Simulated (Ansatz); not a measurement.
## Structure relaxation of K₃F₂

Level of theory: DFT PBE, scalar-relativistic, plane waves, PAW (Ansatz 0.2.0). Cutoff 420 eV, Γ-centred k mesh, Gaussian smearing, no spin polarisation in the final step.

K₃F₂ was placed on the anti-corundum structure type (R-3c, No. 167), with F in place of Al, K in place of O, at a guessed volume.

```xyz
10
Lattice="3.4858 2.0125 6.3446 -3.4858 2.0125 6.3446 0.0000 -4.0250 6.3446" Properties=species:S:1:pos:R:3 pbc="T T T"
K    -1.3507   -2.0125    7.9308
K     2.4182   -0.1635    7.9308
K    -1.0675    2.1760    7.9308
K     1.3507    2.0125   11.1031
K    -2.4182    0.1635   11.1031
K     1.0675   -2.1760   11.1031
F     0.0000    0.0000   16.2202
F     0.0000    0.0000   12.3305
F     0.0000    0.0000    2.8136
F     0.0000    0.0000    6.7033
```

Cell and atoms relax at zero pressure; the relaxation can't lower the symmetry of the start.

Formation energies are uncorrected and refer to the elements' standard structures at the same level (F₂ as a molecule).

Question: Which crystal results?

Answer: It keeps R-3c (No. 167). The result has the corundum structure. Conventional cell: a = 6.876 Å, c = 19.990 Å. K has 4 F at 2.75–2.86 Å; F is coordinated by 6 K at 2.75–2.86 Å.

Space group R-3c:H (No. 167). a = 6.876 Å, b = 6.876 Å, c = 19.990 Å, α = 90.00°, β = 90.00°, γ = 120.00°
| atom | site | symmetry | x | y | z |
| --- | --- | --- | --- | --- | --- |
| K | 18e | .2 | 0.6446 | 0.6667 | 0.4167 |
| F | 12c | 3. | 0.6667 | 0.3333 | 0.1696 |

Question: What are its volume, energy, density and gap?

Answer: The volume per atom is 27.28 Å³. The density is 1.89 g/cm³, the energy over the elements is -2.01 eV/atom and the gap on the 6×6×6 mesh is 0 eV (a metal).

The final run used a 6×6×6 mesh on its 10-atom cell and 0.10 eV smearing. The k mesh leaves about 4 meV/atom of noise in metals. A structure relaxed within its symmetry needn't be a true minimum.

Cost: 3 runs of about 4.7 core-minutes in all, on Intel Xeon Platinum 8488C (Sapphire Rapids) (shared hosts).